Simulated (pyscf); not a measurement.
Single points on ωB97X-D3(BJ)/def2-SVP structures (PySCF, gas phase).

Q: PBE/def2-TZVP puts the barrier of H₃C–AlH–CH₃ (SMILES [CH3][AlH][CH3]) + H₂C=CH₂ (SMILES C=C) -> H₃C–CH₂–Al(CH₃)–CH₃ (SMILES C[CH2][Al]([CH3])[CH3]) (addition across a multiple bond or ene-type step; singlet surface; Al–H broken, Al–C, C–H formed) at -0.12 eV and the reaction energy at -1.38 eV, from the separated reactants. What do B3LYP-D3(BJ)/def2-TZVP, M06-2X/def2-TZVP, ωB97M-D3(BJ)/def2-TZVP give on the same structures?

A: B3LYP-D3(BJ): ΔE‡ = 0.07 eV, ΔE = -1.32 eV; M06-2X: ΔE‡ = -0.04 eV, ΔE = -1.49 eV; ωB97M-D3(BJ): ΔE‡ = 0.08 eV, ΔE = -1.39 eV. PBE's barrier lies under all of them, by 0.09 to 0.21 eV. Its reaction energy lies among theirs. On the reactant side the descent ends in a bound adduct, 0.53 eV under the separated species and 0.51 eV under the saddle at ωB97X-D3(BJ)/def2-TZVP. On the product side the descent ends in a point that may be a rotor saddle (no frequency run), 0.14 eV over the lowest minimum found and 1.37 eV under the saddle at ωB97X-D3(BJ)/def2-TZVP. At PBE, M06-2X the saddle lies under the separated reactants, which points to a path from their complex (located at ωB97X-D3(BJ) alone). At the saddle there is also a short Al–C contact that neither side keeps. At ωB97X-D3(BJ)/def2-TZVP the barrier from the zero used here is -0.02 eV. This is the saddle that the search found; another between the same sides may lie lower.
